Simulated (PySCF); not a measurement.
**Partial charges of HPS**

Compound: HPS.
Structure used (GFN2-xTB), in Å, numbered top down from 1:
```xyz
3
HPS angstrom
P     -0.2273    0.6870   -0.0018
S      1.4231   -0.3215   -0.0115
H     -1.1843   -0.3680    0.0007
```

Density: PBE0/pcSseg-1 (PySCF); schemes: Mulliken, IAO, Hirshfeld and ESP-fitted. Isolated species at its GFN2-xTB geometry, gas phase.

Task: Which atoms carry the highest charge in the Mulliken, IAO, Hirshfeld and ESP-fitted schemes?

Result: The schemes don't all agree: Mulliken P1 (+0.203); IAO P1 (+0.273); Hirshfeld P1 (+0.163); ESP-fitted H3 (+0.094).

Task: Do the Mulliken, IAO, Hirshfeld and ESP-fitted schemes agree on where the charge is lowest?

Result: All schemes agree: Mulliken S2 (-0.242); IAO S2 (-0.244); Hirshfeld S2 (-0.139); ESP-fitted S2 (-0.153).

Task: For which atoms does the sign change between the 4 schemes (beyond +0.03 e in one, beyond −0.03 e in another)?

Result: For none.

Task: Tabulate the Mulliken, IAO, Hirshfeld and ESP-fitted charges.

Result: In e:

| atom | environment | Mulliken | IAO | Hirshfeld | ESP-fitted |
| --- | --- | --- | --- | --- | --- |
| P1 | phosphorus bonded to S and H | +0.203 | +0.273 | +0.163 | +0.059 |
| S2 | sulfur bonded to P | -0.242 | -0.244 | -0.139 | -0.153 |
| H3 | P–H hydrogen | +0.038 | -0.029 | -0.025 | +0.094 |

Mean size of the charges over all atoms: IAO 0.182 e, Mulliken 0.161 e, Hirshfeld 0.109 e, ESP-fitted 0.102 e. Each set sums to the total charge, 0, to within 0.001 e. The IAO scheme counts the electrons in orthogonalised intrinsic atomic orbitals, a minimal basis polarised so that it spans the occupied orbitals exactly.

Task: How many electrons does the ESP-fitted scheme count on P1?

Result: Z − q = 15 − (+0.059) = 14.941.
